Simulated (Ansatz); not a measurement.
Input file:

```yaml
crystal:
  periodic: [false, false, false]
  atoms:
    - {symbol: B, position_ang: [-1.989898, 0.000000, 0.000000]}
    - {symbol: H, position_ang: [-2.586632, 1.033571, 0.000000]}
    - {symbol: H, position_ang: [-2.586632, -1.033571, 0.000000]}
    - {symbol: H, position_ang: [-0.653898, 0.000000, 0.000000]}
    - {symbol: Si, position_ang: [0.975102, 0.000000, 0.000000]}
basis:
  gaussian: {orbitals: cc-pVTZ}
magnetization: {spin_polarized: true, initial_magnetization: 2}
hamiltonian: {xc: {name: PBE}}
output: {orbitals: {seedname: orbitals}}
```

```sh
$ ansatz run in.yaml --threads 2 --pin off --events-out ev --progress --plain --max-ram 16896MiB --backend cuda --devices 0, --max-vram 18GiB
```

Task: Roughly how long does this take on 2 threads of AMD EPYC 7R13 with a shared H100 80 GB, shared host, and how much host memory?

Result: 7.5 s wall and 0.8 GiB.

```
667 factors; their error is unknown
mean field evaluation 1: about -8580.5943 eV, gradient 3.3e1 eV
mean field evaluation 2: about -8456.3143 eV, gradient 8.7e1 eV
mean field evaluation 4: about -8592.8322 eV, gradient 5.7e0 eV
mean field evaluation 8: about -8593.2026 eV, gradient 2.0e-1 eV
mean field evaluation 16: about -8593.1718 eV, gradient 8.3e-4 eV
mean field evaluation 32: about -8587.9390 eV, gradient 1.4e1 eV
mean field evaluation 64: about -8591.6814 eV, gradient 1.5e-5 eV
mean field evaluation 96: about -8591.6812 eV, gradient 1.3e-1 eV
mean field -8593.17181829 eV, -315.7932396613 hartree, gradient 8.1e-5 eV, S^2 2.006410; 8 other end points of the search recorded, 0 dependent functions left out
reference -8593.17185531 eV, -315.7932410217 hartree; 12, 10 occupied and 94, 96 virtual orbitals, 667 factors
Total energy: -8593.17185531 eV, -315.7932410217 hartree
```
